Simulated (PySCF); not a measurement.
# TDDFT excited states: C3H4ClN

Trans 3-chloropropionitrile, C₃H₄ClN.
InChI=1S/C3H4ClN/c4-2-1-3-5/h1-2H2

Computed, not measured: TDDFT CAM-B3LYP/def2-SVPD, vertical, gas phase, core orbitals frozen in the response in PySCF 2.14.0, density-fitted response routines. Isolated species at its GFN2-xTB geometry (one conformer only). Torsions of this conformer, `[N:1]#[C:2][CH2:3][CH2:4][Cl:5]`: C2–C3–C4–Cl5 180°.

```
state  E (eV)  E (hartree)       f  symmetry     main configurations (H = HOMO, L = LUMO)
   S1    7.31       0.2688  0.0004         –                       H→L (72%), H→L+1 (18%)
   S2    7.40       0.2721  0.0034        A′                   H-1→L (74%), H-1→L+1 (15%)
   S3    7.74       0.2845  0.0000         –     H-2→L (43%), H-2→L+4 (22%), H-3→L+3 (9%)
   S4    8.15       0.2997  0.0091        A′    H-2→L+3 (33%), H-3→L (30%), H-3→L+4 (10%)
   S5    8.22       0.3022  0.0003         –  H-3→L+3 (56%), H-1→L+3 (13%), H-3→L+5 (10%)
   S6    8.39       0.3085   0.030        A″          H→L+1 (63%), H→L (16%), H→L+2 (14%)
   S7    8.50       0.3124   0.037        A′    H-1→L+1 (66%), H-1→L (14%), H-1→L+2 (11%)
   S8    9.06       0.3330   0.012        A″    H-2→L+1 (39%), H-2→L (33%), H-2→L+4 (15%)
```

Triplets (Tamm–Dancoff): T1 6.46 eV, H-2→L+3 (23%), H-3→L+4 (15%), H-1→L (15%); T2 6.62 eV, H→L (65%), H→L+1 (19%); T3 6.73 eV, H-1→L (49%), H-1→L+1 (15%), H-2→L+3 (9%).

The lowest singlet comes at 169 nm (706 kJ/mol) in the vacuum ultraviolet; it is dark (f under 0.0005); its leading configuration is HOMO→LUMO (72%). The strongest level in the table is S7 at 8.50 eV (146 nm, f = 0.037). Löwdin shares by element: HOMO chlorine 79%, carbon 13% or more; LUMO carbon 40%, chlorine 33% (atoms not listed hold the other 27%). Of the 8 states listed, 3 reach f = 0.01 and 3 stay under 0.0005. The listed states span 1.75 eV, and the widest gap between neighbours is 0.56 eV (S7 to S8). The oscillator strengths of these states sum to 0.092; summed over the whole spectrum of an exact calculation they would give the number of electrons, 46 (Thomas–Reiche–Kuhn). Symmetry labels in Cs follow from the direction of the transition dipole and are given only for states with f of 0.002 or more. Singlets were solved by full linear response, triplets in the Tamm–Dancoff approximation.

On one thread of an x86-64 server, no GPU (shared host), this took 11 s of wall time.
